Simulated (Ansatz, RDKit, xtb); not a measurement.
**Isomers of C4H8N2, a sample narrowed down**

Which of a sample of isomers of C4H8N2 is the most stable in the gas at 298.15 K, and what are its properties? The sample is small against all isomers, and the most stable one of this formula need not be in it.

The funnel: GFN2-xTB relaxations, single points with a density functional, relaxations at B3LYP-D3(BJ)/def2-SVP, harmonic vibrations (at GFN2-xTB), and a last energy at a higher level. All values are calculated.

## 1. Drawing up candidates

Isomers were taken from a list of plausible structures; this is a sample, not all of them. That gives 14 candidates.

```csv
label,SMILES,spin
c019,C=CC(=N)CN,singlet
c202,C=NCC(C)=N,singlet
c255,CN1CCC=N1,singlet
c260,N=CCCC=N,singlet
c347,C=C/C(C)=N\N,singlet
c478,N=CC1(N)CC1,singlet
c523,N=C1CC[C@@H]1N,singlet
c693,C=N/C=C\CN,singlet
c744,C/C=N\N=C\C,singlet
c747,C[C@@H]1CC=NN1,singlet
c827,C/N=C/C(C)=N,singlet
c889,N#CCCCN,singlet
c951,C=NN=C(C)C,singlet
c983,C=NNC1CC1,singlet
```

Candidates are built by distance geometry, with a force field where one applies, in up to four conformers (letters a to d).

Q: Predict the outcome of this search (final energies at CCSD(T)/def2-SVP + MP2/def2-TZVPP - MP2/def2-SVP).

| quantity | value |
| --- | --- |
| lowest structure found | N#CCCCN, singlet |
| next finalist | C/N=C/C(C)=N, singlet, 12.4 kcal/mol higher in G |
| share at equilibrium, among the finalists | 100.0 % |

`N#CCCCN` comes out lowest. The margin of 12.4 kcal/mol over the next finalist is beyond the usual error of the last level; it says nothing of structures that weren't ranked. HF/STO-3G, r2SCAN-D4/def2-SVP, B3LYP-D3(BJ)/def2-SVP, HF/def2-SVP and MP2/def2-SVP already put its bonding pattern lowest among the structures in one piece; GFN2-xTB favours the singlet CN1CCC=N1 (c255a, not a finalist). 12 minima inside the window were never screened. The search is not exhaustive (a finite list of starts, one conformer a finalist), so a lower isomer can't be ruled out. Only 14 drawn patterns were tried, so whole families of isomers are missing, and the result ranks this sample alone. The lowest isomer need not be the one that is made and kept in a bottle, which depends on barriers.
